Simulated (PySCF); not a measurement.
PySCF input file for C2H, SMILES [C]#C, multiplicity 2, PBE0-D3(BJ)/def2-TZVPD. Coordinates come from a PBE0-D3(BJ)/def2-TZVPD optimisation. The isomer is the one that the SMILES or the coordinates give; other isomers of the formula were not compared.

```python
import numpy as np
from pyscf import gto, scf, dft
from pyscf.hessian import thermo

mol = gto.M(
    atom='''
    C     0.00000000    0.00000000    0.72832599
    C     0.00000000    0.00000000   -0.47198018
    H     0.00000000    0.00000000   -1.53807482
    ''',
    basis='def2-TZVPD',
    charge=0,
    spin=1,
    max_memory=1600,
    verbose=3,
)
mf = dft.UKS(mol, xc='pbe0').density_fit(auxbasis='def2-universal-jkfit')
mf.disp = 'd3bj'
mf.grids.level = 3
mf.conv_tol = 1e-11
mf.max_cycle = 100
mf.kernel()
fine, coarse = mf.grids, dft.Grids(mol).set(level=1).build(with_non0tab=True)
for _ in range(3):  # follow internal instabilities
    mf.grids = coarse
    mo, _, stable, _ = mf.stability(return_status=True, nroots=4)
    mf.grids = fine
    if stable:
        break
    mf.kernel(mf.make_rdm1(mo, mf.mo_occ))

# [left out here: the lines that compute and print the analytic Hessian (its translational invariance restored by hand, since the grid's response is missing), thermochemistry and intensities]
```

Program output:

```

WARN: HOMO -0.323317275479374 >= LUMO -0.323317275479375

converged SCF energy = -76.5371955795082  <S^2> = 0.78634421  2S+1 = 2.0360198
<class 'pyscf.df.df_jk.DFUKS'> wavefunction is stable in the internal stability analysis

WARN: DFTD3 does not support analytical Hessian, using finite difference


WARN: Mole.unit (angstrom) is changed to Bohr

Mode                                 0                   1                   2
Irrep
Freq [cm^-1]                      480.9598            480.9598           2106.0642
Reduced mass [au]                   1.3354              1.3354              5.6440
Force const [Dyne/A]                0.1820              0.1820             14.7497
Char temp [K]                     691.9941            691.9941           3030.1574
Normal mode                   x     y     z       x     y     z       x     y     z
       0   C                 0.00 -0.06 -0.00    0.06  0.00 -0.00   -0.00  0.00 -0.21
       1   C                -0.00  0.14 -0.00   -0.14 -0.00  0.00    0.00 -0.00  0.18
       2   H                 0.02 -0.85  0.00    0.85  0.02  0.00   -0.00  0.00  0.32
Mode                                 3
Irrep
Freq [cm^-1]                     3464.2760
Reduced mass [au]                   1.1607
Force const [Dyne/A]                8.2073
Char temp [K]                    4984.3219
Normal mode                   x     y     z
       0   C                -0.00 -0.00 -0.03
       1   C                 0.00  0.00  0.11
       2   H                -0.00 -0.00 -0.92
temperature 298.1500 [K]
pressure 101325.00 [Pa]
Rotational constants [GHz] inf 44.57304 44.57304
Symmetry number 1
Zero-point energy (ZPE) 0.01488 [Eh]   39071.591 [J/mol]
                           tot       elec      trans        rot        vib
Entropy [J/mol/K]       209.957      5.763    148.906     49.364      5.924
Cv [J/mol/K]             31.633      0.000     12.472      8.314     10.847
Cp [J/mol/K]             39.948      0.000     20.786      8.314     10.847
Internal energy [J/mol]                      3718.434   2478.956  40325.320
Internal energy [Eh]   -76.51948  -76.53720
Enthalpy [J/mol]                             6197.391   2478.956  40325.320
Enthalpy [Eh]          -76.51853
Gibbs free energy [J/mol]                  -38198.814 -12239.051  38559.146
Gibbs free energy [Eh] -76.54237
mode   freq/cm-1   IR/(km/mol)
   1      480.96         1.790
   2      480.96         1.790
   3     2106.06         4.082
   4     3464.28        58.842
max |gradient| / (hartree/bohr): 2.473370088660116e-05
APT charges: [-0.0788 -0.0443  0.1226]
```

The run converged.

Cost: around 25 core-seconds (rough).
